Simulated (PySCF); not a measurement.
Species: ethyl isothiocyanate, C3H5NS.
Atom-mapped SMILES: `[CH3:1][CH2:2][N:3]=[C:4]=[S:5]` (hydrogens: H6, H7, H8 on C1; H9, H10 on C2)

All values: wB97X-D/pcSseg-2 (PySCF, non-relativistic), on one gas-phase PBE0-D3(BJ)/def2-TZVP geometry that isn't relaxed in the solvent. The solvent is an IEF-PCM continuum (cavity from Bondi-type radii × 1.2). Only the electrostatic response of the medium enters.

Gas phase at wB97X-D/pcSseg-2: HOMO -8.77 eV, LUMO 1.46 eV, dipole 3.82 D.

Q: What does the continuum do to the energy, the frontier levels and the dipole at wB97X-D/pcSseg-2 in chloroform?

A: 
```csv
solvent,ε,E(solvent) − E(gas) (kcal/mol),polarisation term (kcal/mol),distortion of the solute (kcal/mol),HOMO (eV),LUMO (eV),dipole (D)
chloroform,4.711,-2.88,-3.43,0.55,-8.91,1.38,4.82
```

The first energy column is the sum of the next two and covers electrostatics alone.

Q: Which radius a makes the point-dipole formula ΔE = −[(ε − 1)/(2ε + 1)]·μ²/a³ give the value in chloroform, with the gas-phase dipole?

A: μ = 1.503 au and |ΔE| = 0.00458 Eh give a = 2.96 Å; the farthest nucleus lies 3.50 Å from the centroid of the nuclei, so such a sphere wouldn't even hold the nuclei. The formula assumes a rigid point dipole at the centre of a sphere.

Conformer computed: `[CH3:1][CH2:2][N:3]=[C:4]=[S:5]`: C1–C2–N3–C4 -4°.

The pairwise dispersion term of wB97X-D wasn't added to the energies; at a given geometry it leaves orbitals and properties as they are.
